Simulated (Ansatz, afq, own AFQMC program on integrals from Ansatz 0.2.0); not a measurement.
AFQMC on a folder of integrals that Ansatz 0.2.0 wrote.

```yaml
crystal:
  periodic: [false, false, false]
  atoms:
    - {symbol: Si, position_ang: [0.000000, 0.000000, 1.249328]}
    - {symbol: Al, position_ang: [0.000000, 0.000000, -1.159384]}
    - {symbol: H, position_ang: [0.000000, 1.405470, -1.888034]}
    - {symbol: H, position_ang: [0.000000, -1.405470, -1.888034]}
basis:
  gaussian: {orbitals: cc-pVDZ}
magnetization: {spin_polarized: true, initial_magnetization: 3}
correlation: {method: ccsd_t, electrons: outside_noble_gas, hamiltonian_folder: ham}
```

```sh
$ ansatz run in.yaml --threads 1 --pin off --events-out ev --progress --plain --max-ram 1382MiB
```

Options of the walk:

```
--method phaseless --trial cisd --walkers 60 --populations 1 --least-time 40 --time-step 0.005 --steps-per-block 50 --equilibration-blocks 28 --max-blocks 300 --target-error 0.00036 --factor-cut 1e-05 --start spin_pure --seed 7227 --release-times 0.24,0.51,0.99,1.62,2.4 --release-step 0.03 --release-every 4 --taylor-order 6
```

Times are imaginary, in 1/Eh. The walk had a cap of 1002 s.

afq prints:

```
orbitals 36  electrons 6 3  factors 266 of 451
reference energy -531.92926082 Eh
CCSD correlation -0.14976516 Eh in 11 cycles, weight of the determinant in the CISD state 0.8797
energy of the start -532.078971 Eh
 block  time / (1/Eh)  mean weight  energy / Eh
     1     0.250  1.0002  -532.077115
     2     0.500  0.9999  -532.077625
     3     0.750  0.9982  -532.078026
     4     1.000  0.9995  -532.079230
     5     1.250  1.0007  -532.080549
    10     2.500  1.0014  -532.082651
    31     7.750  0.9991  -532.081359
    56    14.000  1.0003  -532.084839
    81    20.250  0.9997  -532.084224
    91    22.750  1.0009  -532.094753
   106    26.500  1.0007  -532.089457
   131    32.750  1.0006  -532.084838
   156    39.000  1.0008  -532.080682
   181    45.250  1.0002  -532.081714
   191    47.750  1.0009  -532.080264
   206    51.500  0.9990  -532.082690
   231    57.750  0.9998  -532.085940
   236    59.000  0.9998  -532.082002
blocks merged  error / Eh  count
     1  0.000173  210
     2  0.000228  105
     4  0.000274  52
     8  0.000360  26
    16  0.000444  13
released: time / (1/Eh)  energy / Eh  error  mean overlap
  0.24  -532.084105  0.000342  0.9990
  0.51  -532.084341  0.000351  1.0029
  0.99  -532.084302  0.000237  1.0138
  1.62  -532.084230  0.000245  1.0180
  2.40  -532.084200  0.000307  1.0239
energy -532.084190 +/- 0.000360 Eh
(rows thinned)
```

The run failed at least one of its tests; the cautions name the faults. The second half of the sampling lies above the first by 1.7 errors of their difference, so the energy may still be moving and its error bar be too small.

Against this walk (error 9.8 meV) on the same determinant: CCSD(T) 30.3 meV higher, CCSDT(Q) 8.3 meV lower (within the noise). The error is statistical and leaves out the bias of the constraint. Released to 2.40 1/Eh the energy moves by 0 ± 13 meV (both errors), within twice the noise.

Cautions: constraint bias not in the error; error not settled; lower spins were not checked.

The walk took 4.6 min on 1 thread of Arm Neoverse V1 (shared host). The log's last line is the phaseless energy.

CCSDT and higher add their correlation energy to the determinant of the CCSD(T) run, since their own runs factorise the integrals more tightly (a shift of under 2 meV). A walk keeps the symmetry of its determinant, which the program's search chose and which needn't be the lowest solution, so a lower state of the same spin and another symmetry isn't excluded.
